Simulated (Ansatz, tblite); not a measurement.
Cost and result up the ladder for the cluster Na2O (3 atoms). Total charge 0; singlet. Geometry: PBE-D4/def2-TZVP.

```xyz
3

Na   -0.6595    1.8221    0.1802
Na    0.8557   -1.7466    0.0684
O    -0.1962   -0.0755   -0.2486
```

Ansatz on 4 threads of Arm Neoverse V2 on a shared host; xTB runs through tblite on one thread. Times are rough, summed over both states, and most runs start from the orbitals of an earlier one. PBE0-D4/def2-TZVP serves as the yardstick here, not as an exact answer. The other state is a doublet.

The xTB rows come from tblite. Correlated methods freeze 3 core orbitals; core or outer-core shells of Na are correlated, in sets that lack core-valence functions. The structure comes from a short search, and lower isomers may exist.

Raw xTB energies of ions are shifted by several eV.

```
                          level  functions  vertical IE (eV)  difference from PBE0-D4/def2-TZVP (eV)             remarks
             CCSD(T)/def2-TZVPP         95              4.76                                    0.01  large T1 (singlet)
               PBE-D4/def2-TZVP         95              5.39                                    0.63                   –
                       GFN2-xTB         12             10.79                                    6.03                   –
            r2SCAN-D4/def2-TZVP         95              4.85                                    0.10                   –
PBE0-D4/def2-TZVP (with forces)         95              4.75                                    0.00                   –
                       GFN1-xTB         12             11.25                                    6.50                   –
```

Q: Estimate how long each takes.

A: GFN1-xTB 0.002 s; GFN2-xTB 0.006 s; PBE-D4/def2-TZVP 2.3 s; PBE0-D4/def2-TZVP (with forces) 3.4 s; r2SCAN-D4/def2-TZVP 5.4 s; CCSD(T)/def2-TZVPP 6.1 s. On shared hardware such times vary by a factor of up to 3.
